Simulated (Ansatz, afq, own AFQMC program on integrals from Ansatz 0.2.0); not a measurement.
# CH2Se, singlet → CH$_{2}$Se, triplet

```yaml
atoms:
  - { symbol: C, position_ang: [0.0000, 0.0000, 1.4656] }
  - { symbol: Se, position_ang: [0.0000, 0.0000, -0.2750] }
  - { symbol: H, position_ang: [0.0000, 0.9241, 2.0383] }
  - { symbol: H, position_ang: [0.0000, -0.9241, 2.0383] }
```

Connectivity, by distances: CH2–Se.

E(triplet, charge +0) − E(singlet, charge +0) at this geometry, on RHF and UHF determinants.

Basis cc-pVDZ. Only valence electrons are correlated. Integrals, coupled cluster, full CI and functionals: Ansatz 0.2.0; the random walks run on the same integrals in our own AFQMC program. The CISD trial takes its coefficients from CCSD amplitudes. Released means that phaseless walkers are propagated on without the constraint, phases kept. Error bars are statistical, one sigma. No spin–orbit coupling. The errors of all members are added in quadrature.

No full CI on the walks' own integrals is used here; CCSDT(Q) serves as the reference and is uncertain by about the last step of the cluster series. Each member takes its own surest rung, up to full CI.

Errors are counted within cc-pVDZ, not against nature.

Cautions: inner d shell frozen; no relativity below Rb; no spin-orbit coupling; CH₂Se (singlet): restricted determinant unstable towards unrestricted (UHF 173 meV lower, ⟨S²⟩ 0.43); CH₂Se (triplet): another spin lies lower, its ph-AFQMC/CISD value lies 27 ± 11 meV above CCSDT(Q).

Reference (CCSDT(Q)): 1.682 eV.

```csv
level,vertical spin gap (eV),error against CCSDT(Q) (eV)
HF,0.702,-0.980
MP2,1.732,0.050
CCSD,1.557,-0.125
CCSD(T),1.675,-0.008
CCSDT,1.669,-0.014
ph-AFQMC/CISD,1.663 ± 0.027,-0.019 ± 0.027
released AFQMC,1.635 ± 0.031,-0.047 ± 0.031
```

Correlation beyond CCSD(T) adds 0.008 eV. The perturbative (T) step is worth +0.118 eV.

A walk keeps the symmetry of its determinant, which the program's search chose and which needn't be the lowest solution, so a lower state of the same spin and another symmetry isn't excluded. Released energies are given only where the last usable release times agree within the noise; a slower fall can still hide under it.
